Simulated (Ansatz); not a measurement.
in.yaml

```yaml
crystal:
  periodic: [false, false, false]
  atoms:
    - {symbol: B, position_ang: [0.000000, -0.245606, 2.993619]}
    - {symbol: P, position_ang: [0.000000, -0.005239, -1.086648]}
    - {symbol: H, position_ang: [0.000000, 2.795326, 1.283365]}
basis:
  gaussian: {orbitals: "6-31G*", point_charges: [{charge: 1.00, position_ang: [3.106, 0.600, -0.448]}]}
magnetization: {spin_polarized: true, initial_magnetization: 1}
hamiltonian: {xc: hf}
accuracy: high
output: {orbitals: {seedname: orbitals}}
```

```sh
$ ansatz run in.yaml --threads 1 --pin off --events-out ev --progress --plain --max-ram 2393MiB
```

Output:

```
590 factors; integrals over basis functions are off by at most 1.1e-8 eV
mean field evaluation 1: about -9942.4748 eV, gradient 1.5e1 eV
mean field evaluation 2: about -9942.4785 eV, gradient 1.5e1 eV
mean field evaluation 4: about -9946.0363 eV, gradient 5.1e0 eV
mean field evaluation 8: about -9946.9472 eV, gradient 3.1e0 eV
mean field evaluation 16: about -9950.7813 eV, gradient 3.9e-1 eV
mean field evaluation 32: about -9950.8435 eV, gradient 2.6e-8 eV
mean field evaluation 64: about -9950.0569 eV, gradient 9.4e0 eV
mean field evaluation 96: about -9951.7167 eV, gradient 1.1e-1 eV
mean field evaluation 128: about -9951.7021 eV, gradient 1.6e-1 eV
mean field evaluation 160: about -9951.7579 eV, gradient 1.1e-1 eV
mean field evaluation 192: about -9951.6467 eV, gradient 7.5e-2 eV
mean field evaluation 224: about -9950.6491 eV, gradient 1.0e-1 eV
mean field evaluation 256: about -9950.7762 eV, gradient 4.5e-1 eV
mean field evaluation 288: about -9947.4934 eV, gradient 1.2e1 eV
mean field evaluation 320: about -9950.7346 eV, gradient 8.1e-2 eV
mean field evaluation 352: about -9949.5540 eV, gradient 6.0e-1 eV
mean field evaluation 384: about -9950.6899 eV, gradient 4.1e-1 eV
mean field evaluation 416: about -9950.7019 eV, gradient 1.1e-1 eV
mean field evaluation 448: about -9950.7610 eV, gradient 3.8e-1 eV
mean field evaluation 480: about -9950.8263 eV, gradient 7.3e-3 eV
mean field evaluation 512: about -9946.9964 eV, gradient 5.0e-2 eV
mean field evaluation 544: about -9941.6776 eV, gradient 1.5e1 eV
mean field evaluation 576: about -9948.3549 eV, gradient 7.1e0 eV
mean field evaluation 608: about -9944.0800 eV, gradient 1.1e1 eV
mean field evaluation 640: about -9939.6064 eV, gradient 1.8e1 eV
mean field -9951.75966503 eV, -365.7204221450 hartree, gradient 2.3e-8 eV, S^2 2.733361; 8 other end points of the search recorded, 0 dependent functions left out
reference -9951.75966503 eV, -365.7204221450 hartree; 11, 10 occupied and 25, 26 virtual orbitals, 590 factors
Total energy: -9951.75966503 eV, -365.7204221450 hartree
```

Ran on 1 thread of Arm Neoverse V1, shared host: 2 s wall, 0.15 GiB peak host memory.
